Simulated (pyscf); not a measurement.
O=Os(=O)(=O)(OH)–OH -> O=Os(=O)(=O)=O + H₂O (elimination; singlet surface; O–Os, H–O broken, H–O formed). Optimised with ωB97X-D3(BJ)/def2-SVP in PySCF. Energies in kcal/mol from the reactant's lowest minimum found.

```csv
level,barrier,reaction energy
ωB97X-D3(BJ)/def2-TZVP,…,-15.5
PBE/def2-TZVP,9.2,-14.1
r²SCAN/def2-TZVP,11.1,-11.5
B3LYP-D3(BJ)/def2-TZVP,11.6,-15.0
M06-2X/def2-TZVP,11.2,-17.2
ωB97M-D3(BJ)/def2-TZVP,…,…
```

**Question.** Some entries are withheld; supply them.

**Answer.** 
- ωB97X-D3(BJ)/def2-TZVP, barrier: 11.7
- ωB97M-D3(BJ)/def2-TZVP, barrier: 11.4
- ωB97M-D3(BJ)/def2-TZVP, reaction energy: -17.0

The functionals in the table span 2.5 kcal/mol in this barrier, from PBE to ωB97X-D3(BJ). On the product side the descent ends in a complex (not fully relaxed), 6.1 kcal/mol under the separated species and 33.3 kcal/mol under the saddle at ωB97X-D3(BJ)/def2-TZVP. This is the saddle that the search found; another between the same sides may lie lower. Elements past Kr carry the def2 core potentials, without spin-orbit coupling.
